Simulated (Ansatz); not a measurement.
Basis-set extrapolation for `F[C@@H]1C[C@@H]1F` (PBE0-D4/def2-TZVP geometry, frozen core, Ansatz). Multiplicity 1, RHF reference.

```
                      def2-TZVPP   def2-QZVPP
                 HF  -314.883396  -314.897262
    MP2 correlation    -0.986731    -1.066724
CCSD(T) correlation    -1.046875      not run
```

Energies in hartree. Use E(X) = E(∞) + A·exp(−7.88·√X) for Hartree–Fock and E(X) = E(∞) + B·X^(−2.97) for correlation, with X = 3 and 4, and add CCSD(T) minus MP2 of the smaller set to the MP2 limit.

Task: What is the CCSD(T) energy at the basis-set limit?

Result: HF limit: -314.897262 + (-0.013866) × 0.13774 = -314.89917. MP2 limit: -1.066724 + (-0.079993) × 0.74074 = -1.12598. Higher-order term: -1.046875 − (-0.986731) = -0.06014. Total: -316.08529 hartree, 97.3 kcal/mol below CCSD(T)/def2-TZVPP.
